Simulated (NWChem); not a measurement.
Correlation energy of CH3

```
C
H 1 1.0908
H 1 1.0908 2 120.00
H 1 1.0908 2 120.00 3 180.00
```
Charge 0, spin multiplicity 2.

Program: NWChem. All single points use one geometry, from UB3LYP/def2-SVP, a minimum by its harmonic frequencies.

Basis set: cc-pVDZ. Each correlation energy counts from its own Hartree-Fock reference.

| method | correlation energy (mHa) |
|---|---|
| URI-MP2 | -127.0 |
| UMP2 | -127.0 |
| SCS-UMP2 | -131.2 |
| CCSD on UHF | -150.0 |
| CCSD[T] on UHF | -152.7 |
| CCSD(T) on UHF | -152.7 |
| CCSD on ROHF | -154.2 |
| CCSD[T] on ROHF | -157.0 |
| CCSD(T) on ROHF | -157.0 |
| CCSDT on ROHF | -157.3 |

The values span 30.3 mHa, from CCSDT on ROHF (lowest) to URI-MP2 (highest). 

The correlated methods keep 1 core orbital frozen. The structure started from a generated list of species. The unpaired electrons of the parent sit in orbitals of symmetry b2 (C2v labels of the run); other states weren't searched. No SCF solution was tested for a lower state. Open-shell Hartree-Fock references start from PBE0 orbitals. No row is a measurement; the coupled-cluster row has its own basis-set and correlation limits.
